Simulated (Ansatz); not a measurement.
Basis-set extrapolation for C$_{2}$H$_{2}$Cl$_{2}$O, SMILES `ClC1(Cl)CO1` (PBE0-D4/def2-TZVP geometry, frozen core, Ansatz). Multiplicity 1, RHF reference.

```csv
,def2-TZVPP,def2-QZVPP
HF,-1070.785075,-1070.817320
MP2 correlation,-0.938442,-1.017280
CCSD(T) correlation,-1.018136,not run
```

Energies in hartree. Use E(X) = E(∞) + A·exp(−7.88·√X) for Hartree–Fock and E(X) = E(∞) + B·X^(−2.97) for correlation, with X = 3 and 4, and add CCSD(T) minus MP2 of the smaller set to the MP2 limit.

**Question.** What is the CCSD(T) energy at the basis-set limit?

**Answer.** HF limit: -1070.817320 + (-0.032245) × 0.13774 = -1070.82176. MP2 limit: -1.017280 + (-0.078838) × 0.74074 = -1.07568. Higher-order term: -1.018136 − (-0.938442) = -0.07969. Total: -1071.97713 hartree, 456.6 kJ/mol below CCSD(T)/def2-TZVPP.
